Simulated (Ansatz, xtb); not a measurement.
C3H7NO: which of two isomers lies lower

We compare a, `CCC(N)=O`, a singlet, with b, `CN(C)C=O`, a singlet. Both are isolated molecules in the gas phase, relaxed with PBE-D3(BJ)/def2-SVP; the shapes shown needn't be the lowest conformers.

a (Å):

```yaml
atoms:
  - { symbol: C, position_ang: [0.1236, 0.8691, 0.1783] }
  - { symbol: C, position_ang: [0.5347, 0.7451, -1.2846] }
  - { symbol: C, position_ang: [0.6463, -0.7164, -1.7358] }
  - { symbol: N, position_ang: [1.3583, -0.9080, -2.8924] }
  - { symbol: O, position_ang: [0.1237, -1.6439, -1.1258] }
  - { symbol: H, position_ang: [-0.7918, 0.2761, 0.3669] }
  - { symbol: H, position_ang: [-0.0674, 1.9243, 0.4549] }
  - { symbol: H, position_ang: [0.9102, 0.4711, 0.8499] }
  - { symbol: H, position_ang: [-0.2207, 1.2307, -1.9429] }
  - { symbol: H, position_ang: [1.4920, 1.2739, -1.4854] }
  - { symbol: H, position_ang: [1.4205, -1.8536, -3.2701] }
  - { symbol: H, position_ang: [1.7821, -0.1402, -3.4097] }
```

b (Å):

```xyz
12

C    -0.7160    0.6829    1.4412
C     1.4681    1.2285    0.3894
C     1.1281   -0.9140    1.5580
N     0.6481    0.3031    1.1361
O     0.4976   -1.7477    2.1922
H    -1.3000    0.8623    0.5119
H    -0.7469    1.6109    2.0534
H    -1.1751   -0.1479    2.0096
H     1.5841    2.1968    0.9259
H     2.4757    0.7920    0.2403
H     1.0315    1.4462   -0.6111
H     2.2018   -1.0591    1.2425
```

Estimate E(b) − E(a) at the level CCSD(T)/def2-SVP + ΔMP2/def2-TZVPP.

Calculated at CCSD(T)/def2-SVP + ΔMP2/def2-TZVPP: E(b) − E(a) = +59.8 kJ/mol, so structure a lies lower.

Level by level:

| level | geometry | E(b) − E(a) (kJ/mol) | departure from the last row (kJ/mol) | job, with rough time for the two |
| --- | --- | --- | --- | --- |
| GFN2-xTB | GFN2-xTB | −2.5 | −62.3 | optimisation, 0.13 s |
| HF/STO-3G | GFN2-xTB | +29.2 | −30.6 | single point, 0.24 s |
| r2SCAN-D4/def2-SVP | GFN2-xTB | +55.2 | −4.6 | single point, 2.5 s |
| PBE-D3(BJ)/def2-SVP | PBE-D3(BJ)/def2-SVP | +47.8 | −12.0 | optimisation, 21 s |
| HF/def2-SVP | PBE-D3(BJ)/def2-SVP | +60.9 | +1.1 | part of the CCSD(T) run |
| MP2/def2-SVP | PBE-D3(BJ)/def2-SVP | +56.1 | −3.7 | part of the CCSD(T) run |
| CCSD(T)/def2-SVP | PBE-D3(BJ)/def2-SVP | +52.7 | −7.1 | single point |
| CCSD(T)/def2-SVP + ΔMP2/def2-TZVPP | PBE-D3(BJ)/def2-SVP | +59.8 |  | single point, 14 s |

As drawn, b has 2 C–N, 2 C–H in place of 2 C–C, 2 N–H.

GFN2-xTB puts the two in the other order. The largest departure from CCSD(T)/def2-SVP + ΔMP2/def2-TZVPP is that of GFN2-xTB, 62.3 kJ/mol. The last row adds to CCSD(T) the change of the MP2 difference between the two basis sets, here +7.1 kJ/mol.

With harmonic frequencies from PBE-D3(BJ)/def2-SVP (ideal gas, rigid rotor, one conformer each, 298.15 K, 1 atm): on the last row, ΔE + ΔZPE = +60.0 kJ/mol. A mode under 50 cm⁻¹ makes harmonic enthalpies and free energies unreliable, so none is given.

The correlated steps freeze 5 core orbitals. Programs: Ansatz 0.2.0, xtb 6.7.1; the last row on 4 threads of AMD EPYC 7R43 64-Core Processor (Zen 3) on a shared host.
